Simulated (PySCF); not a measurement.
Compound: C₃H₄N₂.
SMILES with atom numbers: `[CH3:1]/[N:2]=[CH:3]/[C:4]#[N:5]` (hydrogens: H6, H7, H8 on C1; H9 on C3)

Structure used (GFN2-xTB), in Å, numbered top down from 1:
```xyz
9
C3H4N2 angstrom
C     -1.4022    0.3352   -0.2568
N     -0.1011    0.5107    0.2813
C      0.8095   -0.3287    0.0555
C      2.1103   -0.1609    0.5928
N      3.1761   -0.0730    1.0033
H     -1.6371    1.2168   -0.8555
H     -2.1061    0.3146    0.5769
H     -1.5201   -0.5715   -0.8663
H      0.6843   -1.2373   -0.5564
```

The calculation used TDDFT PBE0/def2-SVPD, vertical, gas phase, core orbitals frozen in the response in PySCF 2.14.0, density-fitted response routines.

Kohn–Sham orbitals with the atoms that hold most of them (Löwdin shares over 4%, at most four atoms; ? is withheld):

```json
{"orbital": "LUMO+2", "ε (eV)": "0.79", "atoms": "C1 25%, N5 18%, C4 17%, H6 9%"}
{"orbital": "LUMO+1", "ε (eV)": "0.29", "atoms": "C4 21%, N5 19%, C3 18%, C1 15%"}
{"orbital": "LUMO", "ε (eV)": "-2.08", "atoms": "N2 33%, C3 26%, N5 16%, C4 14%"}
{"orbital": "HOMO", "ε (eV)": "-8.31", "atoms": "?"}
{"orbital": "HOMO-1", "ε (eV)": "-9.08", "atoms": "?"}
{"orbital": "HOMO-2", "ε (eV)": "-10.14", "atoms": "N5 51%, C4 40%, C3 5%"}
{"orbital": "HOMO-3", "ε (eV)": "-10.69", "atoms": "N5 78%, C4 16%"}
```

**Question.** Give the leading atoms of the HOMO.

**Answer.** N2 (bonded to 2 C) 61%; C3 (bonded to C, N and H) 12%; C1 (bonded to N and 3 H) 12%; H8 (bonded to C) 6%. By element: nitrogen 61% or more, carbon 24% or more, hydrogen 6% or more.

**Question.** Give the leading atoms of the HOMO-1.

**Answer.** N2 (bonded to 2 C) 25%; N5 (bonded to C) 25%; C3 (bonded to C, N and H) 16%; C4 (bonded to C and N) 16%. By element: nitrogen 50%, carbon 32% or more.

**Question.** The HOMO–LUMO gap is 6.24 eV. Where does the response calculation put the lowest singlet, and from which orbitals?

**Answer.** S1 is at 4.29 eV (f = 0.0007), 1.94 eV below the gap, made of HOMO→LUMO (99%). Without the coupling terms of the response equations the lowest excitation would equal the gap.

**Question.** Give energy, strength and leading configuration of S1, S2, S3, S5 and S6, and follow the Löwdin shares of the leading atoms from the occupied to the empty orbital.

**Answer.** 
- S1 (4.29 eV, f 0.0007), HOMO→LUMO (99%): N2 61% → 33%, C3 12% → 26%
- S2 (6.20 eV, f 0.0000), HOMO-2→LUMO (98%): N5 51% → 16%, C4 40% → 14%, N2 at most 4% → 33%, C3 5% → 26%
- S3 (6.46 eV, f 0.356), HOMO-1→LUMO (86%): N2 25% → 33%, N5 25% → 16%, C3 16% → 26%
- S5 (7.33 eV, f 0.017), HOMO→LUMO+1 (91%): N2 61% → at most 16%, C3 12% → 18%, C4 at most 6% → 21%, N5 at most 6% → 19%
- S6 (7.58 eV, f 0.0000), HOMO-1→LUMO+1 (74%): N2 25% → at most 16%, N5 25% → 19%, C4 16% → 21%

Hardware: an Arm Neoverse V1 with one thread, shared host with 64 logical CPUs at a one-minute load of 13. Cost: 9.7 s (with the writing of density and orbital grids), 0.56 GiB resident at most.
